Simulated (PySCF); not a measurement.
One molecule, one basis, several functionals.

C3H4F2O.
InChI=1S/C3H4F2O/c4-3(5)2-1-6-2/h2-3H,1H2/t2-/m0/s1

Torsions of this conformer, `[F:1][CH:2]([F:3])[C@@H:4]1[CH2:5][O:6]1`: F1–C2–C4–C5 -90°.

PySCF, pcSseg-2 basis, density fitting, gas phase, PBE0-D3(BJ)/def2-SVP geometry. One functional is left out:

```
functional  exact exchange (%)  HOMO energy (eV)  LUMO energy (eV)  dipole moment (D)
     B97-D                   0             -6.89              0.09              2.093
      BLYP                   0             -6.79             -0.06              2.111
      BP86                   0             -6.96              0.11              2.085
       LDA                   0             -7.01             -0.13              2.161
      OPBE                   0             -6.80              0.03              1.998
       PBE                   0             -6.86             -0.02              2.071
     B3LYP                  20             -8.32              0.36              2.234
      PBE0                  25             -8.57              0.69              2.213
  mPW1PW91                  25             -8.60              0.63              2.219
 BHandHLYP                  50            -10.25              1.14              2.379
```

**Question.** Predict the row of B97-2 (21 % exact exchange) by straight lines through the other rows, and check it.

**Answer.** 
```csv
property,line,computed,computed − line,"B3LYP (20 %), for comparison"
HOMO energy (eV),-8.31,-8.27,+0.04,-8.32
LUMO energy (eV),0.49,0.71,+0.22,0.36
dipole moment (D),2.208,2.196,-0.012,2.234
```

**Question.** Which of these properties follows the share of exact exchange most closely, and which least?

**Answer.** Most closely the HOMO energy, least the dipole moment; the correlations over the tabulated rows are HOMO energy -0.998, LUMO energy 0.978, dipole moment 0.923. The HOMO energy moves by -0.677 eV for every 10 %. Functionals with the same share still differ in their other parts: at 0 % BLYP and LDA differ by 0.22 eV in it.
